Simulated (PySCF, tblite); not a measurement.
# C₃H₅FO₂: deprotonation, part 1 of 3

What do calculations give for the deprotonation of C₃H₅FO₂ (`F[C@@H]1COCO1`)?

Computed with tblite 0.8.0 and PySCF 2.14.0 and routines of our own; the level stands in each step. Atoms count from 0.

## Step 1: The starting structure

11 atoms, charge 0, multiplicity 1; geometry from: start built from the parent or by distance geometry.

## Step 2: Optimising the geometry with GFN2-xTB

The job: settings as JSON, then the geometry in Å.

```
{"job": {"kind": "relax", "xc": "GFN2-xTB", "basis": "xTB"}, "charge": 0, "multiplicity": 1}
F     -0.332300    -1.784900    -0.620600
C     -0.863500    -0.576300    -0.235100
C     -0.155500     0.538200    -0.935400
O      1.049200     0.767600    -0.246900
C      0.849100     0.117900     1.052800
O     -0.480000    -0.406400     1.131600
H     -1.938700    -0.598600    -0.339600
H      0.049400     0.332100    -1.982300
H     -0.743300     1.464700    -0.865700
H      1.006000     0.846700     1.847000
H      1.570400    -0.695800     1.142300
```

Launch:

```bash
$ OMP_NUM_THREADS=1 python redox_run.py task.json out
```

This one command runs all jobs of the session in turn.

Output:

```text
step      E/eV     max force
  0    -593.99248    2.158
  1    -594.13159    0.791
  2    -594.15584    0.338
  3    -594.16353    0.260
  4    -594.17206    0.206
  5    -594.17483    0.170
  6    -594.17777    0.159
  7    -594.18021    0.158
  8    -594.18298    0.191
  9    -594.18505    0.152
 10    -594.18670    0.109
 11    -594.18840    0.136
 12    -594.19056    0.141
 13    -594.19281    0.158
 14    -594.19488    0.146
 15    -594.19709    0.119
 16    -594.19983    0.157
 17    -594.20266    0.144
 18    -594.20461    0.092
 19    -594.20547    0.071
 20    -594.20595    0.061
 21    -594.20648    0.077
 22    -594.20707    0.071
 23    -594.20765    0.067
 24    -594.20827    0.083
 25    -594.20917    0.111
 26    -594.21061    0.135
 27    -594.21288    0.161
 28    -594.21626    0.177
 29    -594.22103    0.197
 30    -594.22678    0.251
 31    -594.23182    0.215
 32    -594.18637    1.242
 33    -594.23762    0.203
 34    -594.24027    0.188
 35    -594.24803    0.269
 36    -594.25096    0.212
 37    -594.25613    0.109
 38    -594.25698    0.079
 39    -594.25752    0.047
 40    -594.25773    0.039
 41    -594.25794    0.032
 42    -594.25802    0.025
 43    -594.25807    0.017
 44    -594.25810    0.016
 45    -594.25813    0.015
 46    -594.25816    0.012
 47    -594.25819    0.011
 48    -594.25820    0.012
 49    -594.25822    0.011
 50    -594.25823    0.008
```

It took 0.56 s on 1 thread of Arm Neoverse N1, shared host.

Step by step: (not every step is listed) (the energy doesn't fall at every step)

| step | energy from step 0 (eV) | largest force (eV/Å) |
| --- | --- | --- |
| 0 | 0.0000 | 2.1578 |
| 1 | -0.1391 | 0.7915 |
| 2 | -0.1634 | 0.3380 |
| 3 | -0.1711 | 0.2601 |
| 4 | -0.1796 | 0.2057 |
| 5 | -0.1824 | 0.1697 |
| 6 | -0.1853 | 0.1593 |
| 7 | -0.1877 | 0.1580 |
| 8 | -0.1905 | 0.1912 |
| 11 | -0.1959 | 0.1356 |
| 14 | -0.2024 | 0.1456 |
| 17 | -0.2102 | 0.1439 |
| 20 | -0.2135 | 0.0615 |
| 23 | -0.2152 | 0.0672 |
| 26 | -0.2181 | 0.1350 |
| 29 | -0.2286 | 0.1968 |
| 32 | -0.1939 | 1.2424 |
| 35 | -0.2555 | 0.2686 |
| 38 | -0.2645 | 0.0789 |
| 41 | -0.2655 | 0.0320 |
| 44 | -0.2656 | 0.0161 |
| 45 | -0.2657 | 0.0147 |
| 46 | -0.2657 | 0.0122 |
| 47 | -0.2657 | 0.0110 |
| 48 | -0.2657 | 0.0124 |
| 49 | -0.2657 | 0.0107 |
| 50 | -0.2658 | 0.0081 |

Distances of close pairs at the start and the end, largest changes first:

| bond | before (Å) | after (Å) | change (Å) |
| --- | --- | --- | --- |
| O3–C4 | 1.467 | 1.396 | -0.071 |
| C1–O5 | 1.430 | 1.372 | -0.058 |
| C1–C2 | 1.495 | 1.546 | +0.051 |
| C4–O5 | 1.431 | 1.412 | -0.019 |
| C4–H10 | 1.091 | 1.105 | +0.014 |
| C1–H6 | 1.080 | 1.094 | +0.014 |
| C2–H7 | 1.086 | 1.097 | +0.011 |
| C2–H8 | 1.099 | 1.090 | -0.010 |

The final coordinates are the input of the step that follows.

## Step 3: Harmonic vibrations with GFN2-xTB

The job: settings as JSON, then the geometry in Å.

```
{"job": {"kind": "ir", "xc": "GFN2-xTB", "basis": "xTB"}, "charge": 0, "multiplicity": 1}
F     -0.572355    -1.775792    -0.731851
C     -0.877863    -0.554798    -0.158174
C     -0.130729     0.559400    -0.926724
O      0.720858     1.121461     0.048084
C      0.859829     0.147604     1.038134
O     -0.396951    -0.490646     1.124999
H     -1.969928    -0.488477    -0.157322
H      0.440180     0.111729    -1.749673
H     -0.790410     1.340248    -1.304560
H      1.087242     0.622035     1.993808
H      1.640975    -0.587422     0.771351
```

Output:

```text
mode    cm-1     km/mol
  1     104.8      8.85
  2     240.7     16.75
  3     402.5      7.13
  4     502.3     14.42
  5     707.0     14.41
  6     742.5      6.02
  7     872.9     46.01
  8     943.4    136.34
  9     986.9     83.49
 10    1002.6     26.21
 11    1043.0     37.95
 12    1074.6     54.14
 13    1083.2     44.30
 14    1126.7    118.33
 15    1152.6     12.45
 16    1190.7     16.73
 17    1229.9     31.49
 18    1267.5      1.21
 19    1293.7     11.24
 20    1299.3     17.30
 21    1453.4      2.53
 22    1469.8      0.99
 23    2821.0     64.26
 24    2916.8     20.80
 25    2961.5     22.06
 26    3000.1      6.10
 27    3002.5     22.30
ZPE 214.681  H(298)-E 230.765  G(298)-E 139.070 kJ/mol  S 307.55 J/(mol K)
```

Wall time 0.62 s (1 thread of Arm Neoverse N1, shared host).

Which atoms move in the most intense modes:

| cm⁻¹ | km/mol | atoms |
| --- | --- | --- |
| 873 | 46.0 | C2 33 %, H8 21 %, F0 20 %, C1 13 % |
| 943 | 136.3 | C4 36 %, O5 16 %, H9 15 % |
| 987 | 83.5 | C1 52 %, C2 12 %, H6 11 % |
| 1043 | 38.0 | C1 30 %, C2 22 %, H7 16 %, H8 12 % |
| 1075 | 54.1 | C4 26 %, O3 26 %, C2 15 %, H10 13 % |
| 1083 | 44.3 | C1 30 %, O5 20 %, C4 12 % |
| 1127 | 118.3 | O3 18 %, O5 17 %, C4 17 %, H9 11 % |
| 2821 | 64.3 | H10 93 % |

## Step 4: Optimising the geometry at BP86-D3(BJ)/def2-SVP

The job, as its differences from that of step 3:

```diff
@@ -1,2 +1,2 @@
-{"job": {"kind": "ir", "xc": "GFN2-xTB", "basis": "xTB"}, "charge": 0, "multiplicity": 1}
+{"job": {"xc": "BP86", "basis": "def2-SVP", "d3": "d3bj", "grid": 1, "kind": "geom"}, "charge": 0, "multiplicity": 1}
 F     -0.572355    -1.775792    -0.731851
```

Output:

```text
step   0  E = -367.32663317  max force = 0.012460
step   1  E = -367.32865008  max force = 0.002288
step   2  E = -367.32866731  max force = 0.000141
step   3  E = -367.32867047  max force = 0.000310
optimisation converged
```

It took 31 s on 1 thread of Arm Neoverse N1, shared host.

Step by step:

| step | energy from step 0 (eV) | largest force component (eV/Å) |
| --- | --- | --- |
| 0 | 0.0000 | 0.6407 |
| 1 | -0.0549 | 0.1177 |
| 2 | -0.0554 | 0.0073 |
| 3 | -0.0554 | 0.0159 |

Close pairs (by a distance rule), those that changed most:

| bond | before (Å) | after (Å) | change (Å) |
| --- | --- | --- | --- |
| C4–O5 | 1.412 | 1.432 | +0.019 |
| C2–H8 | 1.090 | 1.109 | +0.019 |
| C2–H7 | 1.097 | 1.115 | +0.018 |
| C4–H9 | 1.091 | 1.108 | +0.017 |
| C1–O5 | 1.372 | 1.389 | +0.017 |
| C1–H6 | 1.094 | 1.110 | +0.016 |
| C4–H10 | 1.105 | 1.121 | +0.015 |
| C2–O3 | 1.411 | 1.425 | +0.014 |

The end geometry stands in the next job.

| at the end point | value |
| --- | --- |
| point group (found at 0.08 Å tolerance) | C1 |
| rotational constants (GHz, main isotopes) | 6.537, 3.567, 2.783 |
| dipole moment (D) | 0.94 |

## Step 5: Single point (C3H5FO2): wB97X-D3(BJ)/ma-def2-SVP

Geometry: BP86-D3(BJ)/def2-SVP.

The job: settings as JSON, then the geometry in Å.

```
{"job": {"kind": "sp", "xc": "wB97X", "basis": "ma-def2-SVP", "d3": "d3bj", "grid": 2}, "charge": 0, "multiplicity": 1}
F     -0.562506    -1.784331    -0.762960
C     -0.883315    -0.559787    -0.174338
C     -0.128305     0.574118    -0.921074
O      0.743526     1.130220     0.059197
C      0.868520     0.139607     1.049970
O     -0.414904    -0.489498     1.131352
H     -1.990905    -0.486154    -0.164188
H      0.427388     0.121265    -1.774800
H     -0.799677     1.371451    -1.299367
H      1.101283     0.610367     2.025869
H      1.646553    -0.621149     0.782330
```

Output:

```text
coarse grid: 9616 points
cycle   1  E = -367.1955907327  dE =  1.027e+00  |g| = 9.091e-01  |ddm| = 3.397e+00
cycle   2  E = -367.2024049596  dE = -6.814e-03  |g| = 9.539e-01  |ddm| = 1.551e+00
cycle   3  E = -367.3581313678  dE = -1.557e-01  |g| = 5.528e-02  |ddm| = 7.447e-01
cycle   4  E = -367.3587530967  dE = -6.217e-04  |g| = 2.316e-02  |ddm| = 8.243e-02
cycle   5  E = -367.3588734022  dE = -1.203e-04  |g| = 6.844e-03  |ddm| = 3.212e-02
cycle   6  E = -367.3588826327  dE = -9.231e-06  |g| = 2.889e-03  |ddm| = 1.004e-02
final grid: 94504 points
cycle   7  E = -367.4284690473  dE = -2.529e-05  |g| = 7.315e-03  |ddm| = 2.887e-02
cycle   8  E = -367.4284678109  dE =  1.236e-06  |g| = 8.064e-03  |ddm| = 1.112e-02
cycle   9  E = -367.4284790440  dE = -1.123e-05  |g| = 2.741e-04  |ddm| = 5.662e-03
cycle  10  E = -367.4284790611  dE = -1.706e-08  |g| = 1.613e-04  |ddm| = 4.633e-04
cycle  11  E = -367.4284790670  dE = -5.874e-09  |g| = 4.110e-05  |ddm| = 2.027e-04
converged SCF energy = -367.4284790670
```

Wall time 8.9 s (1 thread of Arm Neoverse N1, shared host); peak memory 0.57 GiB.

## Step 6: Relaxing the molecule with GFN2-xTB

This step treats C3H4FO2−, `F[C-]1COCO1`.

The job: settings as JSON, then the geometry in Å.

```
{"job": {"kind": "relax", "xc": "GFN2-xTB", "basis": "xTB"}, "charge": -1, "multiplicity": 1}
F     -0.546300    -1.790400    -0.768200
C     -0.894000    -0.551100    -0.197400
C     -0.110900     0.566500    -0.917900
O      0.741000     1.144800     0.038600
C      0.865300     0.135800     1.061300
O     -0.425900    -0.491200     1.122600
H      0.427800     0.127100    -1.785800
H     -0.788200     1.380500    -1.294300
H      1.110300     0.603500     2.024600
H      1.637200    -0.623800     0.787600
```

Output:

```text
step      E/eV     max force
  0    -584.34200    3.258
  1    -584.59713    1.418
  2    -584.65322    0.376
  3    -584.66289    0.316
  4    -584.67300    0.200
  5    -584.67588    0.175
  6    -584.67937    0.134
  7    -584.68155    0.150
  8    -584.68404    0.156
  9    -584.68643    0.149
 10    -584.68917    0.147
 11    -584.69165    0.156
 12    -584.69396    0.158
 13    -584.69618    0.156
 14    -584.69870    0.195
 15    -584.70167    0.188
 16    -584.70444    0.146
 17    -584.70659    0.132
 18    -584.70861    0.151
 19    -584.71085    0.181
 20    -584.71282    0.139
 21    -584.71401    0.075
 22    -584.71458    0.058
 23    -584.71491    0.055
 24    -584.71518    0.054
 25    -584.71542    0.047
 26    -584.71567    0.054
 27    -584.71602    0.058
 28    -584.71651    0.088
 29    -584.71706    0.088
 30    -584.71755    0.066
 31    -584.71800    0.065
 32    -584.71850    0.061
 33    -584.71903    0.080
 34    -584.71942    0.054
 35    -584.71957    0.024
 36    -584.71962    0.016
 37    -584.71965    0.021
 38    -584.71967    0.016
 39    -584.71968    0.005
```

Wall time 0.23 s (1 thread of Arm Neoverse N1, shared host).

Step by step: (not every step is listed)

| step | energy from step 0 (eV) | largest force (eV/Å) |
| --- | --- | --- |
| 0 | 0.0000 | 3.2580 |
| 1 | -0.2551 | 1.4185 |
| 2 | -0.3112 | 0.3762 |
| 3 | -0.3209 | 0.3161 |
| 4 | -0.3310 | 0.1997 |
| 5 | -0.3339 | 0.1751 |
| 6 | -0.3374 | 0.1337 |
| 7 | -0.3396 | 0.1502 |
| 8 | -0.3420 | 0.1560 |
| 10 | -0.3472 | 0.1470 |
| 12 | -0.3520 | 0.1577 |
| 14 | -0.3567 | 0.1953 |
| 16 | -0.3624 | 0.1461 |
| 18 | -0.3666 | 0.1506 |
| 20 | -0.3708 | 0.1387 |
| 22 | -0.3726 | 0.0582 |
| 24 | -0.3732 | 0.0542 |
| 26 | -0.3737 | 0.0545 |
| 28 | -0.3745 | 0.0884 |
| 30 | -0.3755 | 0.0663 |
| 32 | -0.3765 | 0.0611 |
| 34 | -0.3774 | 0.0538 |
| 35 | -0.3776 | 0.0241 |
| 36 | -0.3776 | 0.0164 |
| 37 | -0.3777 | 0.0208 |
| 38 | -0.3777 | 0.0163 |
| 39 | -0.3777 | 0.0054 |

Close pairs (by a distance rule), those that changed most:

| bond | before (Å) | after (Å) | change (Å) |
| --- | --- | --- | --- |
| F0–C1 | 1.408 | 1.517 | +0.109 |
| C4–O5 | 1.437 | 1.380 | -0.057 |
| C2–O3 | 1.405 | 1.448 | +0.043 |
| O3–C4 | 1.442 | 1.401 | -0.041 |
| C1–O5 | 1.402 | 1.429 | +0.027 |
| C2–H7 | 1.124 | 1.099 | -0.024 |
| C2–H6 | 1.112 | 1.097 | -0.015 |
| C4–H8 | 1.099 | 1.104 | +0.006 |

The next job starts from the end point, and lists it.

## Step 7: Vibrational analysis with GFN2-xTB

The job: settings as JSON, then the geometry in Å.

```
{"job": {"kind": "ir", "xc": "GFN2-xTB", "basis": "xTB"}, "charge": -1, "multiplicity": 1}
F     -0.276763    -1.810167    -0.719512
C     -0.947461    -0.542533    -0.224091
C     -0.154226     0.560295    -0.944225
O      0.912955     0.972339    -0.056421
C      0.825739     0.105055     1.040799
O     -0.459721    -0.391742     1.110226
H      0.266053     0.219640    -1.898279
H     -0.785786     1.440983    -1.128939
H      1.062791     0.663452     1.963544
H      1.572750    -0.715750     0.928021
```

Output:

```text
mode    cm-1     km/mol
  1     125.3      8.31
  2     190.8      7.44
  3     377.5      4.19
  4     448.9     10.13
  5     633.6    167.18
  6     724.2      0.40
  7     743.2     13.30
  8     886.8      9.70
  9     917.6     59.64
 10     962.5     58.95
 11     984.1     24.86
 12     999.2     73.71
 13    1019.1    113.24
 14    1116.1     38.54
 15    1155.3     16.99
 16    1198.4     10.51
 17    1265.9     24.64
 18    1321.6     52.97
 19    1483.9     16.40
 20    1508.4     30.65
 21    2679.3    202.28
 22    2833.4    197.81
 23    2857.2    169.43
 24    2902.1    105.18
ZPE 175.459  H(298)-E 192.084  G(298)-E 99.543 kJ/mol  S 310.38 J/(mol K)
```

It took 0.37 s on 1 thread of Arm Neoverse N1, shared host.

The strongest bands and the atoms that carry them (share of the mass-weighted mode):

| cm⁻¹ | km/mol | atoms |
| --- | --- | --- |
| 634 | 167.2 | C1 53 %, F0 24 % |
| 918 | 59.6 | C2 42 %, O3 21 %, C1 13 %, H7 11 % |
| 999 | 73.7 | C4 35 %, O3 18 %, O5 11 %, H8 11 % |
| 1019 | 113.2 | C4 45 %, O5 24 %, O3 18 % |
| 2679 | 202.3 | H9 87 % |
| 2833 | 197.8 | H8 88 % |
| 2857 | 169.4 | H7 73 %, H6 19 % |
| 2902 | 105.2 | H6 75 %, H7 21 % |

## Step 8: Relaxing the molecule at BP86-D3(BJ)/def2-SVP

This step treats C3H4FO2−, `F[C-]1COCO1`.

The job, as its differences from that of step 7:

```diff
@@ -1,2 +1,2 @@
-{"job": {"kind": "ir", "xc": "GFN2-xTB", "basis": "xTB"}, "charge": -1, "multiplicity": 1}
+{"job": {"xc": "BP86", "basis": "def2-SVP", "d3": "d3bj", "grid": 1, "kind": "geom"}, "charge": -1, "multiplicity": 1}
 F     -0.276763    -1.810167    -0.719512
```

Output:

```text
step   0  E = -366.67388401  max force = 0.016876
step   1  E = -366.67789490  max force = 0.003935
step   2  E = -366.67816733  max force = 0.001265
step   3  E = -366.67826418  max force = 0.001095
step   4  E = -366.67830594  max force = 0.000461
step   5  E = -366.67831431  max force = 0.000273
optimisation converged
```

Wall time 42 s (1 thread of Arm Neoverse N1, shared host).

Relaxation path:

| step | energy from step 0 (eV) | largest force component (eV/Å) |
| --- | --- | --- |
| 0 | 0.0000 | 0.8678 |
| 1 | -0.1091 | 0.2023 |
| 2 | -0.1166 | 0.0650 |
| 3 | -0.1192 | 0.0563 |
| 4 | -0.1203 | 0.0237 |
| 5 | -0.1206 | 0.0140 |

Distances of close pairs at the start and the end, largest changes first:

| bond | before (Å) | after (Å) | change (Å) |
| --- | --- | --- | --- |
| C4–O5 | 1.380 | 1.433 | +0.053 |
| C2–O3 | 1.448 | 1.497 | +0.049 |
| C1–C2 | 1.538 | 1.512 | -0.025 |
| C4–H8 | 1.104 | 1.124 | +0.020 |
| C2–H7 | 1.099 | 1.118 | +0.019 |
| C2–H6 | 1.097 | 1.113 | +0.016 |
| C1–O5 | 1.429 | 1.444 | +0.015 |
| C4–H9 | 1.116 | 1.128 | +0.012 |

The end geometry stands in the next job.

| at the end point | value |
| --- | --- |
| point group (found at 0.08 Å tolerance) | C1 |
| rotational constants (GHz, main isotopes) | 5.821, 3.890, 3.189 |

## Step 9: Single point (C₃H₄FO₂−, F[C-]1COCO1): wB97X-D3(BJ)/ma-def2-SVP

Geometry: BP86-D3(BJ)/def2-SVP.

The job: settings as JSON, then the geometry in Å.

```
{"job": {"kind": "sp", "xc": "wB97X", "basis": "ma-def2-SVP", "d3": "d3bj", "grid": 2}, "charge": -1, "multiplicity": 1}
F     -0.095060    -1.793641    -0.720894
C     -0.922365    -0.616280    -0.276454
C     -0.210127     0.534045    -0.951914
O      1.005345     0.862705    -0.141620
C      0.851964     0.114906     1.038592
O     -0.487400    -0.392044     1.081663
H      0.111997     0.280081    -1.986845
H     -0.845894     1.453647    -0.979788
H      1.008543     0.762137     1.944118
H      1.600716    -0.728047     1.069025
```

Output:

```text
coarse grid: 9000 points
cycle   1  E = -366.5561302673  dE =  6.703e-01  |g| = 8.910e-01  |ddm| = 3.435e+00
cycle   2  E = -366.5534133044  dE =  2.717e-03  |g| = 9.909e-01  |ddm| = 1.881e+00
cycle   3  E = -366.7180412872  dE = -1.646e-01  |g| = 5.587e-02  |ddm| = 9.046e-01
cycle   4  E = -366.7189823455  dE = -9.411e-04  |g| = 3.339e-02  |ddm| = 1.673e-01
cycle   5  E = -366.7192730371  dE = -2.907e-04  |g| = 1.261e-02  |ddm| = 1.024e-01
cycle   6  E = -366.7193282306  dE = -5.519e-05  |g| = 4.444e-03  |ddm| = 6.912e-02
cycle   7  E = -366.7193362869  dE = -8.056e-06  |g| = 1.447e-03  |ddm| = 2.909e-02
final grid: 89136 points
cycle   8  E = -366.7897433366  dE = -2.219e-05  |g| = 1.014e-02  |ddm| = 3.466e-02
cycle   9  E = -366.7897376245  dE =  5.712e-06  |g| = 1.192e-02  |ddm| = 1.673e-02
cycle  10  E = -366.7897618780  dE = -2.425e-05  |g| = 3.547e-04  |ddm| = 9.525e-03
cycle  11  E = -366.7897619043  dE = -2.632e-08  |g| = 2.969e-04  |ddm| = 1.967e-03
cycle  12  E = -366.7897619235  dE = -1.913e-08  |g| = 4.878e-05  |ddm| = 7.973e-04
cycle  13  E = -366.7897619246  dE = -1.183e-09  |g| = 2.008e-05  |ddm| = 3.866e-04
converged SCF energy = -366.7897619246
```

Run time: 8.6 s. Hardware: 1 thread of Arm Neoverse N1, shared host; peak memory 0.57 GiB.

(Continued in part 2 of 3.)
